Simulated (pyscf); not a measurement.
Thermochemistry of product channels of H₃C–CH(CH₃)–O–Al(CH₃)–CH₃ on the singlet surface, in kcal/mol, from ωB97M-D3(BJ)/def2-TZVP energies (ideal gas, 1 atm, RRHO with modes under 100 cm⁻¹ raised to 100, one conformer, R ln 2 for chiral ones without a mode under 150 cm⁻¹). PySCF, gas phase, ωB97X-D3(BJ)/def2-SVP geometries.

```tsv
products	ΔE	ΔH(298 K)	ΔG(600 K)	ΔG(900 K)
H₃C–CH(CH₃)–CH₂–Al(CH₃)–OH	(withheld)	-4.1	-2.3	-1.5
H₂C=C(CH₃)–O–Al(CH₃)–CH₃ + H₂	+31.7	+24.8	+6.3	(withheld)
```

**Question.** What belongs in the gaps?

**Answer.** 
- H₃C–CH(CH₃)–CH₂–Al(CH₃)–OH, ΔE: -4.4
- H₂C=C(CH₃)–O–Al(CH₃)–CH₃ + H₂, ΔG(900 K): -3.6

The channel to H₂C=C(CH₃)–O–Al(CH₃)–CH₃ + H₂ turns favourable between 298 and 1200 K (ΔG from +15.9 kcal/mol to -13.6 kcal/mol).

These are energies of the channels, which say nothing of barriers.
